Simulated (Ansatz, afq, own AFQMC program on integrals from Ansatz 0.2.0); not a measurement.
## Where AFQMC and coupled cluster stand for SiGeH, quartet

```yaml
atoms:
  - { symbol: Si, position_ang: [0.0000, 0.0363, 1.6019] }
  - { symbol: Ge, position_ang: [0.0000, -0.0345, -0.6040] }
  - { symbol: H, position_ang: [0.0000, 1.4771, -1.1046] }
```

Connectivity, by distances: Si–GeH.

Basis cc-pVDZ. Noble-gas cores (and the filled d shells of Ga–Kr and In–Xe) are frozen. Integrals, coupled cluster, full CI and functionals: Ansatz 0.2.0; the random walks run on the same integrals in our own AFQMC program. ph-AFQMC/CISD is guided by a CISD state made of CCSD amplitudes; releasing the constraint for a short imaginary time cuts its bias at the price of noise, slowly where states lie close. ± is one standard error of the sampling. No spin–orbit coupling.

Determinant: UHF, the one that the program's search chose, which needn't be the lowest solution. The geometry is a point of a scan.

No full CI on the walks' own integrals is used here; CCSDT(Q) serves as the reference and is uncertain by about the last step of the cluster series.

Cautions: no relativity below Rb; no spin-orbit coupling; inner d shell frozen; lower spins were not checked.

* T1 diagnostic: 0.0339
* weight of the determinant in the CISD state: 0.854
* ⟨S²⟩ of the determinant: 3.768
* size of the correlated space: 9 electrons in 31 orbitals

| level | correlation energy (eV) |
| --- | --- |
| MP2 | -3.5234 |
| CCSD | -4.4638 |
| CCSD(T) | -4.6441 |

(1) Estimate where AFQMC with the constraint released lies against CCSD(T) on the same integrals.

(1) 1.76 ± 0.36 mEh below CCSD(T).

Reference: CCSDT(Q), correlation energy -4.700 eV. The released energy is read at 2.40 1/Eh (meV from the phaseless value at times in 1/Eh: -1 ± 10 at 0.24, 2 ± 10 at 0.51, 9 ± 9 at 0.99, -13 ± 12 at 1.62, 3 ± 10 at 2.40).

```csv
level,E − E(reference) (mEh),share of correlation (%)
CCSD(T),2.07,98.80
CCSDT,0.45,99.74
ph-AFQMC/CISD,0.19 ± 0.39,99.89
released AFQMC,0.31 ± 0.36,99.82
```

A walk keeps the symmetry of its determinant, which the program's search chose and which needn't be the lowest solution, so a lower state of the same spin and another symmetry isn't excluded. Released energies are given only where the last usable release times agree within the noise; a slower fall can still hide under it.
